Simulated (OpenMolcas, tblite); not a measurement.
A ladder of methods for Si2H5Cl (SMILES [SiH3][SiH2]Cl)

Si2H5Cl has 8 atoms, charge 0, and is taken as a singlet. SMILES: `[SiH3][SiH2]Cl`. The coordinates come from a PBE0-D4/def2-TZVP relaxation.

Each level gives the HOMO–LUMO gap (eV). The values are calculated.

| level | kind | program | value (eV) |
| --- | --- | --- | --- |
| GFN1-xTB | semi-empirical | tblite | 4.35 |
| HF/cc-pVDZ | Hartree–Fock | OpenMolcas | 13.98 |
| SVWN5/cc-pVDZ | LDA | OpenMolcas | 5.60 |
| PBE/cc-pVDZ | GGA | OpenMolcas | 5.75 |
| TPSS/cc-pVDZ | meta-GGA | OpenMolcas | 6.11 |
| r2SCAN/cc-pVDZ | meta-GGA | OpenMolcas | 6.32 |
| BHLYP/cc-pVDZ | global hybrid | OpenMolcas | 9.90 |
| B2PLYP/cc-pVDZ | double hybrid | OpenMolcas | 10.14 |

The values span 4.35 to 13.98 eV. Orbital gaps aren't excitation energies, and those of double hybrids come from the SCF part alone; they tend to grow with the share of exact exchange.
